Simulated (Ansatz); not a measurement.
## C4H6, singlet: CASSCF and its corrections

Computed with Ansatz's Gaussian-basis code (development build); NEVPT3, NEVPT4(SD), MRCISD by development code. Basis cc-pVTZ, nonrelativistic, 4 orbitals frozen in the corrections. State-specific CASSCF; RHF is the lowest restricted (open-shell) Hartree–Fock solution met. Letters tell apart solutions met in one space. On stretched bonds single-reference methods can fail or change state. Solutions may break the symmetry of the shape. No proof that the lowest CASSCF solution was found.

Geometry:

| atom | x (Å) | y (Å) | z (Å) |
| --- | --- | --- | --- |
| C | 0.0052 | -0.7608 | -0.6727 |
| C | -0.0052 | -0.7608 | 0.6727 |
| C | 0.0088 | 0.6758 | -1.1435 |
| C | -0.0088 | 0.6758 | 1.1435 |
| H | 0.0109 | -1.5474 | -1.4224 |
| H | -0.0109 | -1.5474 | 1.4224 |
| H | -0.9456 | 1.2068 | -1.0649 |
| H | 0.4252 | 0.8508 | -2.1409 |
| H | 0.9456 | 1.2068 | 1.0649 |
| H | -0.4252 | 0.8508 | 2.1409 |

CASSCF less RHF, in eV, and natural occupations:

```csv
CAS,CASSCF,occupations
"(4,4) a",-2.218,"1.92, 1.69, 0.31, 0.08"
"(4,4) b",-1.944,"1.98, 1.72, 0.28, 0.02"
```

Q: What totals less RHF do the corrections give on each solution?

A: 

```json
{"CAS": "(4,4) a", "SC-NEVPT2": "-18.750", "FIC-NEVPT2": "-18.760", "NEVPT3": "-19.723", "NEVPT4(SD)": "-20.256", "MRCISD": "-17.351"}
{"CAS": "(4,4) b", "SC-NEVPT2": "-18.509", "FIC-NEVPT2": "-18.577", "NEVPT3": "-19.591", "NEVPT4(SD)": "-20.220", "MRCISD": "-17.185"}
```

Q: In CAS(4,4), is the solution lowest in CASSCF also lowest after SC-NEVPT2?

A: Yes: (4,4) a stays lowest, 0.24 eV under the next.

Q: How do single-reference totals in the same basis and frozen core stand against SC-NEVPT2 in CAS(4,4) a?

A: CCSD(T) -1.847 eV. Coupled cluster stands on the determinant that it favours, which can lie over the RHF solution above, and is in doubt where the occupations are far from 0, 1 and 2.

Q: Roughly how much CPU time does a whole run from the default start take (median of such runs, summed over threads; nearly all runs on one pinned thread of a shared server, mostly Xeon at 2.3 to 2.6 GHz, by a development driver)?

A: CAS(4,4) a: about 20 s. Other jobs ran beside these, and the count of passes differs.
